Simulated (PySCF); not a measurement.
# Si: electron affinity

Si⁻ [Ne] 3s2 3p3 (4S) → Si [Ne] 3s2 3p2 (3P), as a difference of total energies. Computed with PySCF 2.14 in def2-TZVPPD, with no relativity, point nucleus. Correlated levels: valence: [Ne] frozen; valence and next inner shell: 1s2 frozen. The calculations carry no spin-orbit coupling.

```json
{"method": "UHF", "electron affinity (eV)": "0.691"}
{"method": "LDA", "electron affinity (eV)": "1.326"}
{"method": "PBE", "electron affinity (eV)": "1.224"}
{"method": "PBE0", "electron affinity (eV)": "1.247"}
{"method": "r2SCAN", "electron affinity (eV)": "1.340"}
{"method": "M06-2X", "electron affinity (eV)": "1.096"}
{"method": "M06-L", "electron affinity (eV)": "1.283"}
{"method": "B3LYP", "electron affinity (eV)": "1.091"}
{"method": "M06", "electron affinity (eV)": "0.984"}
{"method": "MP2 (valence)", "electron affinity (eV)": "1.195"}
{"method": "SCS-MP2 (valence)", "electron affinity (eV)": "1.033"}
{"method": "MP2 (valence and next inner shell)", "electron affinity (eV)": "1.186"}
{"method": "SCS-MP2 (valence and next inner shell)", "electron affinity (eV)": "1.026"}
```

Problem. How much does correlation contribute at MP2 (valence and next inner shell)?

Solution. 1.186 − (0.691) = 0.495 eV, measured against UHF.

A first-order spin-orbit estimate (lowest level to lowest level, LS coupling) adds -0.016 eV.

Errors of the correlated levels include the incompleteness of this basis and the frozen core.

In the anion the highest occupied orbital energy is positive at LDA, PBE, PBE0, r2SCAN, M06-2X, M06-L, B3LYP, M06, a self-interaction effect; the basis confines that electron, and the energy difference can still be sensible.

For comparison: 1.390 eV (measured; photodetachment measurements, as compiled on the Wikipedia data page of electron affinities).
